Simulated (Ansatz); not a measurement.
A nudged elastic band was laid between two geometries of BH4N + ClH (8 atoms, charge 0, multiplicity 1).

Level of theory: Ansatz 0.2.0, RKS PBE0/def2-mTZVP.

```yaml
movable_images: 3
climbing_image: no
spring: 5.0 eV/Å²
optimiser: quadratic models (default)
start_path: through a guess of the saddle point
force_threshold: 0.05 eV/Å
iteration_limit: 60
end_points: relaxed
```

Initial state:

```xyz
8
Properties=species:S:1:pos:R:3
B 0.061 -0.479 0.190
N 0.015 -0.118 1.539
H -0.822 -0.202 2.098
H 0.847 0.020 2.095
H 1.115 -0.475 -0.367
H -0.959 -0.750 -0.364
Cl -0.423 3.228 1.481
H -0.255 1.938 1.326
```

Final state:

```xyz
8
Properties=species:S:1:pos:R:3
B 0.009 0.425 0.189
N -0.141 0.179 1.785
H -0.318 -0.801 2.000
H 0.705 0.468 2.272
H 0.969 -0.206 -0.164
H -1.036 0.099 -0.305
Cl 0.299 2.265 0.059
H -0.908 0.734 2.159
```

What changes between the two ends?

Bonds broken: Cl7–H8. Bonds formed: B1–Cl7, N2–H8. BH4N + ClH becomes BClH5N.

What energy profile does the band end with?

The run converged. The highest image is number 2 of 0 to 4, 7.3 kcal/mol above the first end and 27.6 kcal/mol above the last; the last end lies 20.2 kcal/mol below the first. No image climbed, so the highest image needn't sit at the top of the path. A band with more images between the same ends climbed to 0.59 eV, so this one has probably stepped over the top. So few images can step over the top or miss a turn of the path. The orbitals stay closed-shell, which can raise the energy where a bond breaks towards radicals; this wasn't checked here.

```tsv
image	path coordinate (Å)	energy (kcal/mol)	Cl7–H8 (Å)	B1–Cl7 (Å)	N2–H8 (Å)
0	0.00	0.0	1.31	3.96	2.08
1	0.99	1.9	1.32	3.26	1.96
2	1.98	7.3	1.80	2.43	1.11
3	2.97	-17.9	2.53	1.88	1.02
4	3.96	-20.2	2.87	1.87	1.02
```

What is the geometry of the highest image?


```xyz
8
Properties=species:S:1:pos:R:3
B -0.008 0.065 0.221
N -0.013 0.166 1.769
H -0.830 -0.209 2.243
H 0.836 -0.109 2.254
H 1.071 -0.078 -0.258
H -0.987 -0.398 -0.269
Cl -0.385 2.460 0.359
H -0.104 1.266 1.677
```

Run time: 72 s on 1 thread of Arm Neoverse V1, on a shared host, peak memory 0.15 GiB.
